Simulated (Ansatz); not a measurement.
## Relative stability

Two isomers of CH4AlS, doublet, relaxed at PBE0-D4/def2-TZVP (vibrations not checked).

A:

```
7
angstrom
C -0.4948 0.6207 -0.3547
S -0.7922 -1.0643 -0.3062
Al 1.1474 -1.9138 0.2470
H -1.3232 1.2655 -0.6109
H 0.4783 1.0401 -0.1400
H 1.2040 -3.4853 0.3767
H 2.3466 -0.9093 0.4766
```

B:

```tsv
atom	x (Å)	y (Å)	z (Å)
C1	-0.7735	0.5087	-0.2286
Al2	0.8841	-0.4482	0.1337
S3	0.9176	-2.0310	1.6253
H4	-0.6431	1.5769	-0.0282
H5	-1.6114	0.1488	0.3709
H6	-1.0415	0.4123	-1.2854
H7	2.2677	-0.1676	-0.5876
```

Computed with Ansatz 0.2.0 (basis: def2-TZVPP); correlated methods freeze the cores; orbitals are unrestricted. B3LYP uses VWN-RPA correlation.

Which structure is lower at CCSD(T), and by how much? (An estimate is asked for; the value comes from the calculation.)

By the calculation: B, by 1.091 eV (electronic energy, against the other). By their contacts, A is CH₄AlS ([CH2][S][AlH2]) and B is CH₄AlS ([CH3][AlH][S]).

All methods give the same order:

```csv
method,E(B) − E(A) (eV)
PBE-D4,-0.942
r2SCAN-D4,-0.960
PBE0-D4,-0.991
B3LYP-D4,-1.016
wB97M-V,-1.048
HF,-1.179
MP2,-1.101
CCSD,-1.127
CCSD(T),-1.091
```

The T1 diagnostic stays at or below 0.020. ⟨S²⟩ of the unrestricted Hartree–Fock references: 0.76 to 0.77 (a pure state has 0.75).

Labels in which every atom is bracketed show which atoms are joined, not bond orders.
